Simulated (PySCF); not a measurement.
Gas-phase reaction: 3 C3H4 (propyne) + 3 CH4 = 4 C3H6 (cyclic)

Method: PySCF energies plus ideal-gas RRHO corrections (1 bar). Table values come from the NASA 1993 polynomials. † marks an energy on the PBE0/def2-TZVP geometry and frequencies; other levels use their own. 6-31G* has spherical d functions here. All species are closed-shell singlets. B3LYP is the form with VWN-RPA correlation.

Levels: a) B3LYP/6-31G*; b) ωB97X-V/def2-TZVP†; c) PBE0/def2-SVP†; d) M06-2X/def2-TZVP†; e) PBE/def2-SVP.

Order the levels by the distance of their ΔH°(298 K) from the table for this reaction, closest first.

a (-22 kJ), d (-61 kJ), b (-90 kJ), e (-111 kJ), c (-153 kJ)

The table gives -117 kJ. The order holds for this reaction alone, and for the 1993 entries, some of which have been revised since.
